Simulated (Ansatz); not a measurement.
A nudged elastic band was laid between two geometries of CH₃BS (6 atoms, charge 0, multiplicity 1).

All numbers below come from Ansatz, RKS PBE0-D4/def2-SVPD.

* movable images: 5
* climbing image: yes
* spring: 5.0 eV/Å²
* optimiser: quadratic models (default)
* start path: IDPP
* force threshold: 0.05 eV/Å
* iteration limit: 60
* end points: relaxed

Image 0:

```xyz
6
Properties=species:S:1:pos:R:3
B -0.521 -0.246 -0.442
C 0.384 0.443 0.581
S 1.585 -0.542 0.087
H -1.208 -1.173 -0.088
H -0.646 0.240 -1.539
H 0.448 1.214 1.356
```

Image 6:

```xyz
6
Properties=species:S:1:pos:R:3
B -0.522 -0.250 -0.438
C 0.384 0.444 0.580
S 1.593 -0.522 0.066
H -0.667 0.243 -1.530
H -1.193 -1.189 -0.085
H 0.446 1.210 1.361
```

Q: Which bonds break or form, and what moves?

A: No bond is made or broken. The dihedral H5–B1–C2–S3 goes from -94 to 94°. The two ends are copies of one structure, up to a mirror image or an exchange of like atoms.

Q: Give the energies along the band, and the barrier.

A: It converged. The highest image is number 3 of 0 to 6, 8.4 kcal/mol above the ends, which have the same energy within 2 meV. A vibrational analysis at the climbing image gives one clearly imaginary mode, 238i cm⁻¹: a first-order saddle point.

| image | path coordinate (Å) | energy (kcal/mol) | dihedral H5–B1–C2–S3 (°) |
| --- | --- | --- | --- |
| 0 | 0.00 | 0.0 | -94 |
| 1 | 0.64 | 3.4 | -66 |
| 2 | 1.28 | 6.8 | -35 |
| 3 | 1.92 | 8.4 | 0 |
| 4 | 2.56 | 6.8 | 35 |
| 5 | 3.20 | 3.4 | 66 |
| 6 | 3.84 | 0.0 | 94 |

Q: What is the geometry of the highest image?

A: 
```xyz
6
Properties=species:S:1:pos:R:3
B -0.630 -0.356 -0.407
C 0.508 0.280 0.468
S 1.884 0.853 -0.186
H -1.634 -0.771 0.117
H -0.481 -0.422 -1.598
H 0.395 0.352 1.561
```

Q: What are the harmonic wavenumbers there?

A: 238i, 331, 721, 781, 973, 1018, 1124, 1214, 1326, 2593, 2700, 3104 cm⁻¹.

Run time: 100 s on 1 CPU thread of a shared host.
